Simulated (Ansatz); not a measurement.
PH4, doublet: reading a ladder of total energies

Geometry: displaced at random from a stationary point.

| atom | x (Å) | y (Å) | z (Å) |
| --- | --- | --- | --- |
| P | 0.0562 | 0.0056 | 0.0013 |
| H | 0.0073 | 0.0139 | -1.5018 |
| H | -0.9403 | 1.0598 | 0.0047 |
| H | -0.8572 | -1.1520 | 0.0229 |
| H | 0.0639 | -0.0929 | 1.4347 |

Basis 6-31G; Ansatz 0.2.0. Only valence electrons are correlated (noble-gas cores frozen), which leaves 9 electrons in 16 orbitals. R marks a restricted (for open shells ROHF) determinant, U an unrestricted one.

Full CI is exact within this basis and frozen core; it isn't the basis-set limit. The frozen core follows each run's orbitals, which can shift R against U totals by a few meV.

Runs differ by some tens of microhartree through their thresholds and, for an open shell, their frozen cores, so steps under 0.1 kcal/mol mean nothing.

```json
{"level": "UHF", "total energy (hartree)": "-342.860115"}
{"level": "UMP2", "total energy (hartree)": "-342.929272"}
{"level": "UCCSD", "total energy (hartree)": "-342.954826"}
{"level": "UCCSD(T)", "total energy (hartree)": "-342.955910"}
{"level": "UCCSDT", "total energy (hartree)": "-342.956283"}
{"level": "UCCSDT(Q)", "total energy (hartree)": "-342.956353"}
{"level": "UCCSDTQ", "total energy (hartree)": "-342.956363"}
{"level": "full CI", "total energy (hartree)": "-342.956364"}
```

What is the correlation energy at full CI, and what share of it do UMP2 and UCCSDT recover?

E(corr) = -342.956364 − (-342.860115) = -0.096249 hartree = -2.619 eV. UMP2: -0.069157 / -0.096249 = 71.85 %. UCCSDT: -0.096168 / -0.096249 = 99.92 %.

By how many kcal/mol does UCCSD(T) miss full CI (1 hartree = 627.509 kcal/mol), and which steps make up the rest?

-342.955910 − (-342.956364) = 0.000454 hartree = 0.28 kcal/mol. Steps: UCCSDT − UCCSD(T) = -0.23, UCCSDT(Q) − UCCSDT = -0.04, UCCSDTQ − UCCSDT(Q) = -0.01, full CI − UCCSDTQ = 0.00 kcal/mol. That is within 1 kcal/mol of the reference in this basis, which itself misses far more of the correlation at the basis-set limit.
